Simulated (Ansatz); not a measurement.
Rock-salt TiC

All values below come from RPBE in Ansatz (PAW).

Numerical settings: plane-wave cutoff 520 eV, 16×16×16 k mesh, Fermi–Dirac smearing 0.1 eV, perturbation theory, no spin polarisation, scalar-relativistic PAW data made under PBE.

Cell (relaxed at this level):

```xyz
2
Lattice="0.0000 2.1797 2.1797 2.1797 0.0000 2.1797 2.1797 2.1797 0.0000" Properties=species:S:1:pos:R:3 pbc="T T T"
Ti     0.0000     0.0000     0.0000
C      2.1797     2.1797     2.1797
```

```yaml
TO(Γ) frequency: 500 cm⁻¹
```

Ansatz is a first-principles code.
